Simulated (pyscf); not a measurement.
Optimised with ωB97X-D3(BJ)/def2-SVP in PySCF. Correlated levels are frozen-core, on RHF or UHF. ΔMP2 is the change of the MP2 total energy from the triple- to the quadruple-zeta basis.

Task: For H₃Si–InH–PH₂ -> H₂P–In [singlet] + SiH₄, a 1,1-elimination (singlet surface; In–Si, H–In broken, H–Si formed), PBE/def2-TZVP gives ΔE‡ = 27.9 kcal/mol and ΔE = +0.3 kcal/mol (zero: the reactant's lowest minimum found). In which direction and how far do PBE0-D3(BJ)/def2-TZVP, M06-2X/def2-TZVP, CCSD(T)/def2-TZVPP + ΔMP2(QZVPP) move these?

Result: PBE0-D3(BJ): ΔE‡ = 32.1 kcal/mol, ΔE = +3.8 kcal/mol; M06-2X: ΔE‡ = 33.4 kcal/mol, ΔE = -1.0 kcal/mol; CCSD(T): ΔE‡ = 33.1 kcal/mol, ΔE = +0.8 kcal/mol. PBE's barrier lies under all of them, by 4.1 to 5.4 kcal/mol. Its reaction energy lies among theirs. On the product side the descent ends in a complex (not fully relaxed), 6.1 kcal/mol under the separated species and 35.5 kcal/mol under the saddle at ωB97X-D3(BJ)/def2-TZVP. At ωB97X-D3(BJ)/def2-TZVP the barrier from the zero used here is 37.1 kcal/mol. This is the saddle that the search found; another between the same sides may lie lower. The CCSD(T) − MP2 part came from Ansatz, without density fitting, on the same reference. The frozen core leaves the outer d or s,p core shells of the metals and heavy elements correlated in the MP2 and CC values, and def2-TZVPP describes them poorly, which can shift differences by a few kcal/mol. Elements past Kr carry the def2 core potentials, without spin-orbit coupling.
